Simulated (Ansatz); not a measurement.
**Lattice constant a of Al (model structure, started from the beta-W type, Pm-3n, No. 223, 8 atoms in the cell) at several levels of theory**

No measured value is used here.

```csv
level (code),value (Å)
PBE (Ansatz),5.137
PBEsol (Ansatz),5.103
PBE-D3(BJ) (Ansatz),___
```

**Question.** Complete the blanks.

**Answer.** 
- PBE-D3(BJ) (Ansatz, a program for electronic structure), value (Å): 5.062

Ansatz's density-functional and Hartree–Fock values are scalar-relativistic unless marked +SOC, with PAW data made under PBE.

A model structure was made by putting elements into a prototype or built by hand; it is no filed structure, need not be a known phase, and can be a saddle point held by its symmetry.
